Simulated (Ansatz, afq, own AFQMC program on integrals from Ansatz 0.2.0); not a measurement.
**Where AFQMC and coupled cluster stand for BGe, quartet**

```
atom   x (Å)   y (Å)   z (Å)
  Ge  0.0000  0.0000  0.0000
   B  0.0000  0.0000  1.9774
```

Basis cc-pVDZ. Only valence electrons are correlated. Ansatz 0.2.0 and our own AFQMC program on the same integrals; the CISD trial comes from CCSD amplitudes, and released means the phaseless constraint is let go. ± is one standard error of the sampling. No spin–orbit coupling.

Determinant: UHF, the one that the program's search chose, which needn't be the lowest solution. The geometry is a PBE0/def2-TZVP stationary point of this or a neighbouring charge and spin state.

Full CI on the same integrals is exact in this basis and with this determinant's frozen core.

Cautions: no relativity below Rb; no spin-orbit coupling; inner d shell frozen; raised T1 diagnostic (T1 0.040, weight of the determinant 0.87, largest double 0.09); the released energies are still falling, so no released level is given (meV from the phaseless value at times in 1/Eh: -6 ± 3 at 0.24, -12 ± 3 at 0.51, -21 ± 5 at 0.99, -23.1 ± 2.3 at 1.62, -27 ± 4 at 2.40).

The T1 diagnostic is 0.0401. The weight of the determinant in the CISD state is 0.866, the ⟨S²⟩ of the determinant is 3.755 and the size of the correlated space is 7 electrons in 26 orbitals.

Reference: full CI, correlation energy -3.910 eV.

```tsv
level	E − E(reference) (kcal/mol)	share of correlation (%)
HF	90.16	0.00
MP2	23.85	73.54
CCSD	5.81	93.56
CCSD(T)	1.50	98.34
CCSDT	0.37	99.59
CCSDT(Q)	0.04	99.96
CCSDTQ	0.02	99.98
ph-AFQMC/HF	3.77 ± 0.49	95.82
ph-AFQMC/CISD	0.94 ± 0.07	98.96
```

CCSDT and higher add their correlation energy to the determinant of the CCSD(T) run, since their own runs factorise the integrals more tightly (a shift of under 2 meV). A walk keeps the symmetry of its determinant, which the program's search chose and which needn't be the lowest solution, so a lower state of the same spin and another symmetry isn't excluded.
